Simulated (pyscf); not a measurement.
This saddle point was located with ωB97X-D3(BJ)/def2-SVP in PySCF.

```xyz
8

Ge     0.5811     0.1878    -0.7361
Cl    -0.3266     0.3068    -2.7330
H      1.8819     0.9929    -0.7968
H      0.8163    -1.2976    -0.4490
N     -0.3261     0.8526     0.8633
H     -0.5546     1.8405     0.7140
H     -0.0761     0.9471     2.2532
H     -1.2335     0.3817     0.9353
```
Charge 0, spin multiplicity 2.

Surface: doublet, charge 0. Lowest wavenumbers (cm⁻¹): 1520i, 153, 173, 395, 399.

Question: Which two sides does it connect, and which bonds change?

Answer: Cl–GeH₂• + ammonia (NH₃) <-> H₂N–GeH₂–Cl + H atom (H•), a substitution at N read from left to right: H–N broken and Ge–N formed. At ωB97M-D3(BJ)/def2-TZVP it lies +137.4 kJ/mol from the left side and +44.9 kJ/mol from the right (each side as separated species at their lowest minima found). On the reactant side the descent ends in a bound adduct, 34.8 kJ/mol under the separated species and 166.1 kJ/mol under the saddle at ωB97X-D3(BJ)/def2-TZVP. This is the saddle that the search found; another between the same sides may lie lower. The angle at the attacked N is 138°. Elements up to Kr have no core potential and no relativistic terms here.
